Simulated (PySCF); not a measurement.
# Bonding in 1,1-dichlorocyclopropane

1,1-dichlorocyclopropane, C₃H₄Cl₂.
SMILES with atom numbers: `[Cl:1][C:2]1([Cl:3])[CH2:4][CH2:5]1` (hydrogens: H6, H7 on C4; H8, H9 on C5)

Cartesian coordinates in Å at the GFN2-xTB level; atoms count from 1:
```xyz
9
C3H4Cl2 angstrom
Cl     1.301   -1.467    1.149
C      0.697   -0.314   -0.030
Cl     1.886    0.026   -1.275
C     -0.748   -0.350   -0.399
C     -0.203    0.783    0.430
H     -1.006   -0.156   -1.429
H     -1.370   -1.088    0.083
H     -0.090    1.752   -0.032
H     -0.454    0.819    1.479
```

Bond orders from the PBE0/pcSseg-1 density (PySCF). Isolated species at its GFN2-xTB geometry, gas phase.

Task: Where do the orders between heavy atoms depart from those drawn in the SMILES?

Result: The largest departure is 0.109, at C2–C4 (drawn single, 0.891) and C5–C2 (drawn single, 0.891).

Task: Give the Mayer order of every bond between heavy atoms, beside its length.

Result: 
```tsv
bond	drawn as	length (Å)	Mayer order
Cl1–C2	single	1.756	1.042
C2–Cl3	single	1.756	1.042
C2–C4	single	1.492	0.891
C4–C5	single	1.506	0.949
C5–C2	single	1.492	0.891
```

By pair of heavy elements: C–Cl: all 2 within 0.02 of one another (1.042 to 1.042). C–C: lowest C2–C4 and C5–C2 (0.891, 1.492 Å), highest C4–C5 (0.949, 1.506 Å); in 2 of the 3 pairs the longer bond (by over 0.003 Å) has the higher order (by 0.02 or more). Bonds named together lie within 0.004.

Task: And the bonds to hydrogen?

Result: C–H: 0.95 (4 bonds).

Task: Sum the orders of all bonds at each heavy atom with more than one neighbour and set the sums beside the valence in the SMILES.

Result: C2 3.866 (drawn 4), C4 3.734 (drawn 4), C5 3.734 (drawn 4). Orders between atoms that aren't bonded are not in these sums.

Mayer orders depend on the basis set.
